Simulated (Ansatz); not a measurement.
# C₂H₆S (singlet): from Hartree-Fock to the top rungs, cc-pV(D+d)Z

One table from this session's results is given with a row withheld; the runs are named, their logs left out.

Program: Ansatz 0.2.0, Gaussian basis. Level of theory: cc-pV(D+d)Z, core rule «outside noble gas», up to 7 orbitals frozen. These are calculated values, not measurements.

The runs, in order: UHF; CCSD(T) on RHF; BCCD(T) on RHF; CISD; CCSDT(Q) on RHF; CASSCF and MRCISD+Q, 8 electrons in 8 orbitals; CASSCF and NEVPT2, 8 electrons in 8 orbitals.

18 further runs of the same task are left out: 1 that didn't finish, 17 set aside as unsound or not needed.

## What is computed

The geometry is an MP2(full)/6-31G* stationary point (not a proven minimum).

9 atoms, charge 0, spin multiplicity 1.

Atoms are counted from 1 here; the program's logs count them from 0.

Bond lengths: C1–C2 1.521 Å, C1–H7 1.093 Å, C1–H8 1.093 Å, C1–H9 1.093 Å, C2–S3 1.822 Å, C2–H5 1.092 Å, C2–H6 1.092 Å, S3–H4 1.341 Å. Angles: C2–C1–H7 110.1°, C2–C1–H8 111.0°, C2–C1–H9 111.0°, H7–C1–H8 108.2°, H7–C1–H9 108.2°, H8–C1–H9 108.3°, C1–C2–S3 109.0°, C1–C2–H5 110.2°, C1–C2–H6 110.2°, S3–C2–H5 109.6°, S3–C2–H6 109.6°, H5–C2–H6 108.4°, C2–S3–H4 97.0°.

Geometry (Å):

```
C     1.56295    0.74813    0.00000
C     0.04861    0.89513    0.00000
S    -0.70746   -0.76257    0.00000
H    -1.98674   -0.35902    0.00000
H    -0.27636    1.44520    0.88579
H    -0.27636    1.44520   -0.88579
H     2.03511    1.73380    0.00000
H     1.90351    0.20636    0.88549
H     1.90351    0.20636   -0.88549
```

Set-up of the first run:

The input, in.yaml:

```yaml
crystal:
  periodic: [false, false, false]
  atoms:
    - {symbol: C, position_ang: [1.562949, 0.748129, 0.000000]}
    - {symbol: C, position_ang: [0.048606, 0.895129, 0.000000]}
    - {symbol: S, position_ang: [-0.707462, -0.762567, 0.000000]}
    - {symbol: H, position_ang: [-1.986740, -0.359021, 0.000000]}
    - {symbol: H, position_ang: [-0.276364, 1.445199, 0.885793]}
    - {symbol: H, position_ang: [-0.276364, 1.445199, -0.885793]}
    - {symbol: H, position_ang: [2.035109, 1.733799, 0.000000]}
    - {symbol: H, position_ang: [1.903510, 0.206362, 0.885494]}
    - {symbol: H, position_ang: [1.903510, 0.206362, -0.885494]}
basis:
  gaussian: {orbitals: "cc-pV(D+d)Z.json"}
magnetization: {spin_polarized: true, initial_magnetization: 0}
hamiltonian: {xc: hf}
output: {orbitals: {seedname: orbitals}}
```

Command:

```sh
$ ansatz run in.yaml --threads 1 --pin off --events-out ev --progress --plain --max-ram 2560MiB --backend cpu
```

Among the steps run: UHF; CCSD(T) on RHF; BCCD(T) on RHF; CISD; CCSDT(Q) on RHF; CASSCF and MRCISD+Q, 8 electrons in 8 orbitals; CASSCF and NEVPT2, 8 electrons in 8 orbitals.

One of the session's tables, all rows but one given; the rest of the session is left out.

```
           method  from RCCSDT(Q) (meV)
              RHF              +13460.3
             RMP2               +1736.1
             CISD               +2088.3
            RCCSD                     ?
         RCCSD(T)                 +47.0
          BCCD(T)                 +46.0
           RCCSDT                 +22.7
        RCCSDT(Q)                     0
  CASSCF frontier              +11178.6
  NEVPT2 frontier               +1896.6
  MRCISD frontier               +1495.8
MRCISD+Q frontier                +215.6
```

Q: Estimate the row for RCCSD from the others.

**Answer.** from RCCSDT(Q) (meV): +414.2. In the column «from RCCSDT(Q) (meV)» it lies between MRCISD+Q frontier (+215.6) and MRCISD frontier (+1495.8).
